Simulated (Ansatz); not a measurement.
Results of PBEsol-D3(BJ) (plane waves, PAW; Ansatz, a first-principles code) for cubic perovskite SrTiO₃ (cubic form, which distorts at low temperature).

Run with plane-wave cutoff 520 eV, 10×10×10 k mesh, Fermi–Dirac smearing 0.01 eV, no spin polarisation, scalar-relativistic PAW data made under PBE.

Response to compression and expansion:

| V (Å³/atom) | P (GPa) | direct gap at Γ (eV) | smallest gap on the k mesh (eV) |
|---|---|---|---|
| 10.863 | 13.81 | 2.262 | 1.989 |
| 11.094 | 8.70 | 2.248 | 1.955 |
| 11.325 | 4.12 | 2.232 | 1.921 |
| 11.556 | 0.00 | 2.214 | 1.887 |
| 11.787 | -3.69 | 2.193 | 1.852 |
| 12.018 | -7.01 | 2.171 | 1.817 |
| 12.249 | -9.99 | 2.147 | 1.782 |

The fundamental gap (1.89 eV at the equilibrium volume, with added k points) lies elsewhere than Γ–Γ.

Measured, for comparison: band gap 3.59 eV (zero-point renormalisation of 336 meV (experimental, the table's column) added back here, indirect; inputs from Miglio et al. (2020), arXiv:2011.12765).

Note: the relaxation could not lower the start's symmetry, so the cell can be a saddle point above a distorted one.

Spin–orbit coupling is not included.
